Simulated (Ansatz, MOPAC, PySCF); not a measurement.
System: HOCl, charge 0, multiplicity 1. SMILES: OCl
Geometry from a B3LYP-D3(BJ)/def2-TZVP (Ansatz, a first-principles code) optimisation:
```
O
H 1 0.9686
Cl 1 1.7015 2 103.27
```
Charge 0, spin multiplicity 1.

Wanted: size of the dipole moment, in D. Set-up: dispersion terms only where a functional's name holds one; 6-311+G** with 5d, 6d on Na to Ar in Ansatz; 6-31G* and kin with 6d, 5d where marked; non-relativistic; no spin-orbit coupling. Ab initio and DFT rows: single points at B3LYP-D3(BJ) geometries (Ansatz). Semi-empirical rows: dipoles at the shared geometry.

Measured values: NIST CCCBDB, as tabulated in the package chemicals; dipoles are vibrational averages. 

Value to compare with, the measured value: 1.30 D.

| level | program | size of the dipole moment (D) | error |
|---|---|---|---|
| PM6 | MOPAC | 1.62 | 0.32 |
| PBE/STO-3G | Ansatz | 1.79 | 0.49 |
| PBE/def2-SVP | Ansatz | 1.64 | 0.34 |
| BLYP/6-31G* | Ansatz | 1.69 | 0.39 |
| B3LYP/3-21G | Ansatz | 1.98 | 0.68 |
| B3LYP/6-31G* | Ansatz | 1.74 | 0.44 |
| B3LYP/6-31+G* | Ansatz | 1.79 | 0.49 |
| B3LYP/def2-SVP | Ansatz | 1.67 | 0.37 |
| B3LYP/cc-pVDZ | Ansatz | 1.65 | 0.35 |
| M06-2X/6-311+G** | PySCF | 1.79 | 0.49 |

Among the 10 habitual levels, B3LYP/3-21G lies farthest from the measured value (0.68 D); 10 of 10 lie above it, and their mean absolute error is 0.44 D, the median 0.42. One case shows no general order.

The levels are drawn from those run, B3LYP/6-31G* more often than the rest, none by its result; runs whose electronic state is in doubt are left out.
